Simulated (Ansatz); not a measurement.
## CH5AlSi, SMILES [CH2]1[AlH][SiH2]1: a rigid scan of one bond length, step by step

Computed with Ansatz 0.2.0, Python API.

The cells in order, each with its output:

**Cell 1**
```python
import ansatz as az
import numpy as np
```

**Cell 2**
```python
BASIS = "cc-pVDZ"
XC = "cam_b3lyp"

ch5alsi = (
    az.Crystal.molecule()
    .atom("C", [-0.5142, 0.174, -0.7895])
    .atom("Al", [-0.1493, 1.0797, 0.9125])
    .atom("Si", [0.3638, -1.1025, 0.0795])
    .atom("H", [-1.5566, -0.0293, -0.9561])
    .atom("H", [-0.0303, 0.6293, -1.6993])
    .atom("H", [0.4271, 2.415, 1.6109])
    .atom("H", [1.882, -1.1532, -0.0813])
    .atom("H", [-0.3303, -2.0702, 0.8674])
)
```

**Cell 3**
```python
symbols = [site.symbol for site in ch5alsi.cartesian_sites]
start = np.array([site.position_ang for site in ch5alsi.cartesian_sites])
axis = (start[7] - start[2]) / np.linalg.norm(start[7] - start[2])
moving = [7]
lengths, energies = [1.21, 1.31, 1.43, 1.57, 1.78, 2.14, 2.57, 3.14], []
for length in lengths:
    xyz = start.copy()
    xyz[moving] += (length - np.linalg.norm(start[7] - start[2])) * axis
    point = az.Crystal.molecule()
    for symbol, xyz in zip(symbols, xyz):
        point = point.atom(symbol, xyz.tolist())
    calculation = (
        point.calculation()
        .basis(gaussian=BASIS)
        .functional(XC)
        .spin("collinear")
    )
    rep = calculation.run(threads=1).report
    energies.append(rep["free_energy_ev"])
    print(f"r = {length:6.3f} A  E = {energies[-1]:.5f} eV  <S^2> = {abs(rep['mean_field']['state']['spin_squared']):.3f}")

print("energy above the lowest point (eV):", [round(e - min(energies), 3) for e in energies])
```
Output:
```text
r =  1.210 A  E = -15588.35519 eV  <S^2> = 0.000
r =  1.310 A  E = -15589.03228 eV  <S^2> = 0.000
r =  1.430 A  E = -15589.35849 eV  <S^2> = 0.000
r =  1.570 A  E = -15589.32406 eV  <S^2> = 0.000
r =  1.780 A  E = -15588.84100 eV  <S^2> = 0.000
r =  2.140 A  E = -15587.65762 eV  <S^2> = 0.000
r =  2.570 A  E = -15586.63503 eV  <S^2> = 0.668
r =  3.140 A  E = -15586.29061 eV  <S^2> = 0.954
energy above the lowest point (eV): [1.003, 0.326, 0.0, 0.034, 0.517, 1.701, 2.723, 3.068]
```

Total energies depend on the basis set; only differences at equal settings carry meaning. The rest of the molecule is held rigid at a force-field or estimated start geometry, and the basis set is modest; single-reference methods fail as a bond breaks. The expectation value of S² is noticeably off S(S+1) in at least one run, so that state is spin-contaminated. The whole script took 35 s on 1 thread of AMD EPYC 9R45 (Zen 5), on a shared host, peak memory 0.3 GiB.

(Lines on the test bed's own set-up are left out of the output.)
